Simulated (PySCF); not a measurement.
Vibration and rotation of CO

RHF-CCSD(T) constants of CO, ¹Σ⁺ (singlet), closed shell (C def2-TZVPPD, O def2-TZVPPD; no relativity (PySCF 2.14); masses 12.0000 and 15.9949 u):

```
ωe              : 2149.9 cm⁻¹
ωexe            : 13.2 cm⁻¹
Be              : 1.9094 cm⁻¹
αe              : 0.0174 cm⁻¹
D (centrifugal) : 6.02e-06 cm⁻¹
De to C + O     : 10.91 eV
```

Q: Give the band origin of the fundamental and the first lines of its P and R branches.

A: ν0 = ωe − 2ωexe = 2123.5 cm⁻¹, B0 = 1.9007, B1 = 1.8833 cm⁻¹.

```csv
J″,P(J″) − ν0,R(J″) − ν0
0,,3.767
1,-3.801,7.498
2,-7.637,11.195
3,-11.508,14.856
4,-15.413,18.482
5,-19.352,22.072
6,-23.325,25.627
```

Q: Near which J would the R branch turn back, without centrifugal distortion?

A: At J ≈ (B0 + B1)/(2(B0 − B1)) − 1 ≈ 110.

Correlated steps freeze 2 core orbitals. Where the molecule has an RHF reference, its open-shell atoms are computed with UHF.
